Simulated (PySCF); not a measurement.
# LiMg−: from the state search to spectroscopic constants

One job finds the state of LiMg−, follows it along the bond with each method and fits the curves.

Computed with PySCF 2.14.0. Level: Li aug-pcseg-1, Mg aug-pcseg-1, no relativity.

4 further runs of the same task are left out: 4 set aside as unsound or not needed.

**1. Input**

Settings of the job:

* atoms: Li, Mg
* charge: -1
* basis: Li aug-pcseg-1, Mg aug-pcseg-1
* Hamiltonian: no relativity
* basis functions: 27
* electrons treated: 16
* masses in u: 7.0160, 23.9850
* levels: PBE0, PBE, r²SCAN, BHandHLYP, PW91, TPSS, CAM-B3LYP, MP2, SCS-MP2, CCSD, CCSD(T)
* grid: 80 radial by 434 angular points
* occupations: held fixed by the projection of orbital angular momentum
* dissociation limit: Li− + Mg, each in its ground configuration
* starting distance in angstrom: 2.740
* values of 2S to try: 0, 2

On the command line:

```
OMP_NUM_THREADS=1 python dia.py task.json out
```

Further steps of the session: PBE0 along the bond; PBE (GGA); r²SCAN (meta-GGA); BHandHLYP (global hybrid GGA); PW91 (GGA); TPSS (meta-GGA); CAM-B3LYP (range-separated hybrid); Correlated methods on the Hartree–Fock reference.

Q: Predict the outcome of this session. Wanted: for each run, Re; ωe; De; μ.

**Answer**, as computed:

Lowest PBE0 solution found, without spin–orbit coupling: ¹Σ⁺ (singlet), closed shell.

```tsv
level	Re (Å)	ωe (cm⁻¹)	De (eV)	μ (D)
RHF-MP2	3.806	79.5	0.137	n/a
RHF-SCS-MP2	4.007	62.6	0.103	n/a
PBE	3.399	146.4	0.425	7.36
PW91	3.396	146.6	0.434	7.25
TPSS	3.414	145.7	0.413	7.17
r²SCAN	3.426	146.7	0.413	7.51
PBE0	3.450	139.3	0.374	7.44
BHandHLYP	3.597	107.4	0.196	8.41
CAM-B3LYP	3.605	105.5	0.187	8.53
```

De is counted to Li− + Mg in their ground configurations. A positive dipole points from Li to Mg; in an ion it is taken about the centre of mass and does not tell which atom is negative. No constants: RHF-CCSD (no minimum is bracketed among the points kept); RHF-CCSD(T) (no minimum is bracketed among the points kept).

**Reading.** The methods spread over 0.611 Å in bond length, from PW91 to RHF-SCS-MP2. Among the levels with a De in the table, it runs from 0.103 eV (RHF-SCS-MP2) to 0.434 eV (PW91).

Correlated steps freeze 1 core orbital. With some functionals the highest level of the anion is positive, from self-interaction error or because the anion is truly unbound there; the finite basis then holds the extra electron, and no neutral molecule was run to test the binding.
